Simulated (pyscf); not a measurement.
H₂N–Sn(NH₂)(NH₂)–NH₂ + H₂O → NH₃ + H₂N–Sn(NH₂)(NH₂)–OH (four-centre exchange; singlet surface; N–Sn, H–O broken, H–N, O–Sn formed). Structures and frequencies: ωB97X-D3(BJ)/def2-SVP in PySCF. Energies in eV from the separated reactants.

| level | barrier | reaction energy |
|---|---|---|
| ωB97X-D3(BJ)/def2-TZVP | 0.00 | -0.33 |
| PBE/def2-TZVP | -0.08 | -0.39 |
| r²SCAN/def2-TZVP | -0.14 | -0.40 |
| B3LYP-D3(BJ)/def2-TZVP | -0.01 | -0.37 |
| M06-2X/def2-TZVP | -0.07 | -0.36 |
| HF/def2-TZVP | 0.67 | -0.37 |

On the reactant side the descent ends in a bound adduct (not fully relaxed), 0.47 eV under the separated species and 0.47 eV under the saddle at ωB97X-D3(BJ)/def2-TZVP. On the product side the descent ends in an adduct with a N–Sn contact (not fully relaxed), 0.48 eV under the separated species and 0.82 eV under the saddle at ωB97X-D3(BJ)/def2-TZVP. At PBE, r²SCAN, B3LYP-D3(BJ), M06-2X the saddle lies under the separated reactants, which points to a path from their complex (located at ωB97X-D3(BJ) alone). What is counted as broken (N–Sn) persists as a longer contact in the product adduct; parting that adduct is a step of its own. This is the saddle that the search found; another between the same sides may lie lower. Elements past Kr carry the def2 core potentials, without spin-orbit coupling.
